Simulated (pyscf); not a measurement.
Structures and frequencies: ωB97X-D3(BJ)/def2-SVP in PySCF. Correlated levels are frozen-core, on RHF or UHF. ΔMP2 is the change of the MP2 total energy from the triple- to the quadruple-zeta basis.

Q: H₃C–CH₂–NH₂ + H• → •H₂C–CH₃ + NH₃
Surface: doublet. Broken: C–N. Formed: H–N. Give ΔE‡ and ΔE from CCSD(T)/def2-TZVPP + ΔMP2(QZVPP), relative to the separated reactants.

A: ΔE‡ = 0.93 eV, ΔE = -1.01 eV. Zero-point energy shifts the barrier by +0.04 eV. It is a substitution at N, with an imaginary mode of 1651i cm⁻¹. Abstraction by the radical was not located in this set and often lies lower. This is the saddle that the search found; another between the same sides may lie lower. The angle at the attacked N is 155°. The CCSD(T) − MP2 part came from Ansatz, without density fitting, on the same reference.
